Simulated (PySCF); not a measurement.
ammonia (H3N), SMILES N. Coordinates come from a PBE0-D3(BJ)/def2-TZVPD optimisation.

The numbers are results of PBE0-D3(BJ)/def2-TZVPD (PySCF), not measurements.

Harmonic wavenumbers (cm⁻¹): 1034, 1662, 1662, 3499, 3626, 3626. Rotational constants (GHz): 298.7, 298.7, 189.3; symmetry number 3.

Task: Work out the zero-point energy and the ideal-gas rigid-rotor harmonic-oscillator thermochemistry at 298.15 K and 1 atm.

Result: ZPE = ½ Σ hcν = ½ × 15109 cm⁻¹ = 21.60 kcal/mol. H − E(el) = 23.99 kcal/mol. Entropy in cal/(mol K): translation 34.44, rotation 11.43, vibration 0.09, total 45.97. G − E(el) = 10.29 kcal/mol. Cp = 8.37 cal/(mol K).
